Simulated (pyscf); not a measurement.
A first-order saddle from PySCF, ωB97X-D3(BJ)/def2-SVP:

```
O
H 1 0.9629
Al 1 1.7995 2 138.94
H 3 1.5713 1 117.83 2 77.01
Si 1 1.9729 2 124.54 3 -167.35
H 5 1.4845 1 95.72 2 76.19
H 5 1.4977 6 114.22 1 87.86
H 5 1.5066 6 106.12 7 109.58
H 5 1.6629 6 103.79 8 87.28
Cl 3 2.1087 4 119.95 9 -128.37
```
Charge 0, spin multiplicity 1.

Surface: singlet, charge 0. Lowest wavenumbers (cm⁻¹): 287i, 56, 163, 239, 299.

### Question
Which two sides does it connect, and which bonds change?

### Answer
H₂Al–Cl (SMILES [AlH2][Cl]) + HO–SiH₃ (SMILES O[SiH3]) ⇌ HO–AlH–Cl (SMILES [OH][AlH][Cl]) + SiH₄ (SMILES [SiH4]), a four-centre exchange read from left to right: Al–H, O–Si broken and Al–O, H–Si formed. At CCSD(T)/def2-TZVPP + ΔMP2(QZVPP) it lies -9.7 kcal/mol from the left side and +5.4 kcal/mol from the right (each side as separated species at their lowest minima found). On the reactant side the descent ends in an adduct with a Al–O contact, 25.8 kcal/mol under the separated species and 12.3 kcal/mol under the saddle at ωB97X-D3(BJ)/def2-TZVP. On the product side the descent ends in a complex, 7.0 kcal/mol under the separated species and 8.2 kcal/mol under the saddle at ωB97X-D3(BJ)/def2-TZVP. At CCSD(T) the saddle lies under the separated reactants, which points to a path from their complex (located at ωB97X-D3(BJ) alone). What is counted as formed (Al–O) is already present as a longer contact in the reactant adduct; forming that adduct is a step of its own. At the saddle there is also a short Al–Si contact that neither side keeps. At ωB97X-D3(BJ)/def2-TZVP the barrier from the zero used here is -13.5 kcal/mol. This is the saddle that the search found; another between the same sides may lie lower. The CCSD(T) − MP2 part came from Ansatz, without density fitting, on the same reference.
